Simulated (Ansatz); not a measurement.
This geometry of CH$_{6}$BN (9 atoms, charge 0, multiplicity 1) is a first-order saddle point.

Computed with RKS BLYP-D4/def2-TZVP (Ansatz 0.2.0).

```xyz
9
Properties=species:S:1:pos:R:3
B 0.455 1.202 -0.078
C 0.162 -0.292 -0.485
N -0.408 -0.867 0.773
H 1.539 1.700 -0.168
H -0.447 1.854 0.372
H -0.496 -0.381 -1.375
H 1.080 -0.848 -0.720
H -0.438 -1.887 0.738
H -1.359 -0.528 0.924
```

(1) Which two structures does it join? (They come from a converged band through this point; their orientation in space is the band's.)

(2) How far does it lie above each of them?

Answers

(1) Bonds formed: B1–N3. The height of N3 over the plane of its neighbours goes from -0.37 to -0.26 Å.

Initial state:

```xyz
9
Properties=species:S:1:pos:R:3
B 0.419 1.230 -0.116
C 0.288 -0.310 -0.242
N -0.525 -1.017 0.760
H 1.222 1.801 -0.797
H -0.316 1.870 0.585
H -0.103 -0.386 -1.296
H 1.282 -0.785 -0.315
H -0.795 -1.948 0.441
H -1.383 -0.502 0.961
```

Final state:

```xyz
9
Properties=species:S:1:pos:R:3
B 0.328 0.927 0.139
C 0.050 -0.279 -0.846
N -0.282 -0.516 0.625
H 1.446 1.101 0.539
H -0.482 1.809 0.218
H -0.841 -0.329 -1.470
H 0.840 -0.947 -1.189
H 0.297 -1.194 1.114
H -1.267 -0.619 0.853
```

(2) 3.3 kcal/mol above the first and 14.3 kcal/mol above the second. This is the barrier of this one path; another mechanism may lie lower.

Run time: 57 s on 2 threads of Arm Neoverse V2, on a shared host, peak memory 0.18 GiB.
